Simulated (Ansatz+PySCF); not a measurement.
A calculation with PySCF 2.14.0.

```python
from pyscf import gto, scf, cc

mol = gto.M(atom="""
C 0.000000 0.000000 0.000000
C 0.728560 0.000000 1.100730
C -0.728560 0.000000 1.100730
""", basis='6-31g', charge=1, spin=1)
mf = scf.UHF(mol)
mf.kernel()
mycc = cc.CCSD(mf, frozen=3).run()
et = mycc.ccsd_t()
print(mf.e_tot, mycc.e_corr, et, mycc.e_tot + et)
```

The script is written out from the run's settings.

Output:

```
Converged                       : yes
Reference energy                : -112.83260 hartree
CCSD correlation energy         : -0.29408 hartree
Triples correction              : -0.02295 hartree
Total energy                    : -113.14964 hartree
Spin squared of the determinant : 0.814
```

The reference isn't the lowest determinant (another lies 1.87 eV lower), but the same method gives a higher total on the lower determinant. Caution: large share of triples, a single reference is doubtful.
